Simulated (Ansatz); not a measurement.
# Γ–Γ gap of some tetrahedrally bonded semiconductors and semimetals, all zinc-blende

Method: PBE0+SOC (Ansatz, a first-principles code; the runs differ in potentials, basis or settings). References are measured values at low temperature.

Values in eV.

```
solid             reference  PBE0+SOC  error (eV)
----------------  ---------  --------  ----------
zinc-blende AlP        3.63      4.90       +1.27
zinc-blende InSb       0.23      0.77       +0.54
zinc-blende InAs       0.42      0.93       +0.51
zinc-blende AlAs       3.10      3.46       +0.36
zinc-blende GaSb       0.81      1.23       +0.42
zinc-blende GaAs       1.52      1.85       +0.33
zinc-blende GaP        2.89      3.39       +0.50
zinc-blende InP        1.42      2.02       +0.60
```

Over these 8 solids the mean error is +0.57 eV, the mean absolute error 0.57 eV (median 0.51 eV), and the worst case zinc-blende AlP at +1.27 eV; the value is above the reference in 8 of 8 cases.

All these references are low-temperature values that still hold zero-point motion.

Differences are worked out from the printed values.

Computed values are for a static lattice; measured ones hold zero-point and thermal shifts unless a correction is named.

Cells: PBE0+SOC at the measured cell. Caveats: for solids of elements lighter than gallium the value without spin–orbit coupling stands in (zinc-blende AlP). Ansatz's density-functional and Hartree–Fock values are scalar-relativistic unless marked +SOC, with PAW data made under PBE.

Of the class's solids with a reference value and a result at some level, none was set aside. At least 1 more with a reference value is held back for tests. Solids without a released value at any level aren't counted. Layered and molecular crystals are counted apart. The metals Ce to Yb are counted apart.

References as tabulated in Vurgaftman et al. (2001), doi:10.1063/1.1368156.
